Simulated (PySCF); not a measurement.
These compounds are isomers of formula C6H10.

A. SMILES [C@H]12CC[C@H]1CC2
B. SMILES C=C(C)/C=C\C
C. `C#CC(C)(C)C`

Spectrum 1. ¹H NMR (400 MHz, computed): δ 6.05 (dq, J = 13.8, 2.5 Hz, 1H), 5.56 (dqt, J = 13.8, 8.9, 1.2 Hz, 1H), 5.15 (sext of q, J = 2.0, 1.3 Hz, 1H), 5.09 (d of oct, J = 2.3, 1.3 Hz, 1H), 2.07 (dd, J = 2.1, 1.4 Hz, 3H), 1.96 (ddt, J = 8.9, 2.5, 1.3 Hz, 3H). ¹³C{¹H} NMR (computed): δ 151.4 (C), 141.3 (CH), 132.2 (CH), 125.8 (CH2), 24.8 (CH3), 16.4 (CH3).

Spectrum 2. ¹H NMR (400 MHz, computed): δ 1.94 (s, 1H), 1.22 (s, 9H). ¹³C{¹H} NMR (computed): δ 95.8 (C), 73.7 (CH), 32.8 (CH3), 27.5 (C).

Spectrum 3. ¹H NMR (400 MHz, computed): δ 2.51 (m, 2H), 2.41 (m, 4H), 1.87 (m, 4H). ¹³C{¹H} NMR (computed): δ 36.0 (CH), 29.3 (CH2).

Computed data (PySCF): spin–spin couplings from B3LYP/pcJ-1 (spin–dipole term left out of most H,H and C,H couplings), PBE0-D3(BJ)/def2-SVP geometry, σ from GIAO-PBE0/pcSseg-1. One conformer, rapidly exchanging positions averaged, no relativistic terms, no solvent model.

Chemical shifts δ = σref − σ; TMS for ¹H, ¹³C, all at this level. Multiplet labels drop J under 1 Hz and among equivalent protons, and merge close values. Unscaled 3J(H,H) run several per cent high. Shifts are as computed. Against solution values, carbons near 30 ppm lie about +2 ppm off and those near 130 ppm about +5 ppm. Of 1211 compounds with measured shifts, 218 miss one by over three times the rms of a fit or turn the order of signals round; such compounds aren't used in these exercises.

Question: Which spectrum belongs to which compound?

Answer: 1–B, 2–C, 3–A.

- Spectrum 1 (B): 6 ¹³C signals; δC 151.4 is a fully substituted alkene carbon; δC 141.3 is an alkene CH.
- Spectrum 2 (C): 4 ¹³C signals; δC 95.8 is an alkyne carbon; δC 73.7 is a terminal alkyne carbon.
- Spectrum 3 (A): 2 ¹³C signals; δC 36.0 is an sp3 CH in a ring; δC 29.3 is an sp3 CH2 in a ring.
